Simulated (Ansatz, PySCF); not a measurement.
System: nitrogen trifluoride, NF₃, charge 0, multiplicity 1. SMILES: FN(F)F
Geometry: optimised at B3LYP-D3(BJ)/def2-TZVP (Ansatz, a first-principles code).

Quantity: atomisation energy (electronic, to ground-state atoms), in kcal/mol. Valence correlation only, unless marked. Open shells are spin-unrestricted. Spin-orbit coupling is left out. Non-relativistic unless marked X2C. The coupled-cluster limit lacks core correlation, which all-electron functionals hold. CBS(X,Y): correlation extrapolated as X^-3; Hartree-Fock from the larger set.

| level | program | atomisation energy (kcal/mol) |
|---|---|---|
| HF/6-31G* | Ansatz | 33.3 |
| HF/aug-cc-pVDZ | Ansatz | 31.3 |
| HF/aug-cc-pVTZ | Ansatz | 36.7 |
| TPSS-D4/def2-TZVPD | PySCF + dftd4 | 222.7 |

### Question
What does CCSD(T)/CBS(cc-pVTZ,cc-pVQZ) (Ansatz) give?

### Answer
204.5 kcal/mol, so TPSS-D4/def2-TZVPD differs from it by 18.2 kcal/mol.
